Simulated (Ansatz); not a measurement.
Diamond, treated with LC-ωPBE (Ansatz, a quantum-chemistry and plane-wave program, plane waves, PAW).

Run with plane-wave cutoff 460 eV, 12×12×12 k mesh, Fermi–Dirac smearing 0.01 eV, scalar-relativistic PAW data made under PBE.

Properties against volume:

```tsv
V (Å³/atom)	P (GPa)	direct gap at Γ (eV)	smallest gap on the k mesh (eV)
5.226	29.29	12.415	10.890
5.364	14.53	12.339	10.810
5.501	1.34	12.265	10.732
5.638	-10.40	12.193	10.658
5.776	-20.99	12.122	10.586
```

The fundamental gap (10.72 eV at the equilibrium volume, on the SCF mesh) lies elsewhere than Γ–Γ.
